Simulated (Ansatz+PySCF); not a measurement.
The numbers below are computed, except where a source is named.
**Several solutions for singlet C₄H₆**

```xyz
10

C    -0.0015   -0.0449   -0.7394
C     0.0300   -0.0285    0.7588
C    -0.0154    1.1193   -1.4307
C     0.0322   -1.0835    1.5009
H    -0.0017   -0.9441   -1.2572
H    -0.0422    0.9861    1.1942
H    -0.0270    1.0595   -2.6108
H    -0.0049    2.1502   -0.9932
H    -0.0278   -1.1014    2.5454
H     0.0175   -2.0878    0.9793
```

Basis set: def2-SVP (spherical functions). Charge 0, multiplicity 1.

UHF was run from several starts with Ansatz (development build ahead of 0.2.0) and PySCF 2.14.0.

```
run  program                                 start  converged  energy (hartree)  <S²>
  A    PySCF      guess 1e, instabilities followed        yes        -154.79514  0.31
  B   Ansatz               stability test followed        yes        -154.79514  0.31
  C    PySCF  guess huckel, instabilities followed        yes        -154.79514  0.31
  D   Ansatz           search for the lowest state        yes        -154.79514  0.31
  E    PySCF                      program defaults        yes        -154.79316  0.00
  F   Ansatz               atomic start, no search        yes        -154.79316  0.00
  G    PySCF   guess minao, instabilities followed        yes        -154.79514  0.31
  H    PySCF    guess atom, instabilities followed        yes        -154.79514  0.31
```

Task: Which runs reached the lowest solution of this kind, and what is wrong with the others?

Result: A, B, C, D, G, H reached the lowest solution found. Converged but too high: E by 0.05 eV, F by 0.05 eV. Convergence only shows a stationary point, and even a stable one can lie too high; stability tests and further starts are what find lower ones. Caution: the unrestricted determinant is spin contaminated.
